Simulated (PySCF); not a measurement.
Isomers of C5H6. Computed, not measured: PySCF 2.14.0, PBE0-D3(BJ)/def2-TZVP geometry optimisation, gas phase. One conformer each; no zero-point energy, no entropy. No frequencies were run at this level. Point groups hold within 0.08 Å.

Question: Rank from lowest to highest electronic energy at this level (kJ/mol).
A. 2-methyl-1-buten-3-yne (`C#CC(=C)C`)
B. `C=CC#CC`
C. `[CH2:1]=[C:2]=[CH:3][CH:4]=[CH2:5]` with C2–C3–C4–C5 180°

Answer: C (0.0), B (0.0), A (15.3).

As drawn, the lowest has cumulated double bonds, which the highest lacks; the highest has a C≡C bond, which the lowest lacks. Neighbours under 10 kJ/mol apart (C=C=CC=C and C=CC#CC) can change places with a better method, another conformer or zero-point energy.

```json
{"SMILES": "C=C=CC=C", "E (Eh)": "-193.88999", "E rel (kJ/mol)": "0.0", "dipole (D)": "0.25", "point group": "Cs", "A, B, C (MHz)": "35036, 2335, 2223"}
{"SMILES": "C=CC#CC", "E (Eh)": "-193.88997", "E rel (kJ/mol)": "0.0", "dipole (D)": "0.68", "point group": "–", "A, B, C (MHz)": "35299, 2140, 2043"}
{"SMILES": "C#CC(=C)C", "E (Eh)": "-193.88416", "E rel (kJ/mol)": "15.3", "dipole (D)": "0.54", "point group": "Cs", "A, B, C (MHz)": "9459, 4054, 2888"}
```

As an exercise, what shares would exp(−E/RT) give at 298.15 K from these electronic energies alone (no entropy, no degeneracies)?

RT = 2.479 kJ/mol: C=C=CC=C 50.3 %, C=CC#CC 49.6 %, C#CC(=C)C 0.1 %.
